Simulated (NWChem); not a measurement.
## Total energies of chlorine (Cl₂)

```
Cl
Cl 1 2.0255
```
Charge 0, spin multiplicity 1.

All runs are NWChem calculations. Structure: optimised with PBE0/def2-SVP, a minimum by its harmonic frequencies.

Basis set: cc-pVTZ (68 functions).

```json
[
 {"method": "RHF", "total energy (Ha)": "-918.99806", "relative cost": "1"},
 {"method": "MP2", "total energy (Ha)": "-919.37648", "relative cost": "4"},
 {"method": "B2PLYP", "total energy (Ha)": "-920.14550", "relative cost": "4"},
 {"method": "PBE", "total energy (Ha)": "-920.03291", "relative cost": "under 3"},
 {"method": "B3LYP", "total energy (Ha)": "-920.43524", "relative cost": "under 3"},
 {"method": "PBE0", "total energy (Ha)": "-920.10236", "relative cost": "under 3"},
 {"method": "CCSD(T)", "total energy (Ha)": "-919.42660", "relative cost": "40"}
]
```

Total energies of different functionals aren't comparable as a measure of quality: only differences taken within one method are. The cost column gives rough processor time relative to RHF; each entry includes its own SCF.

The correlated methods keep 10 core orbitals frozen. B3LYP has NWChem's definition, with VWN1-RPA local correlation. Coupled-cluster values serve here as a point of comparison, not as the truth.
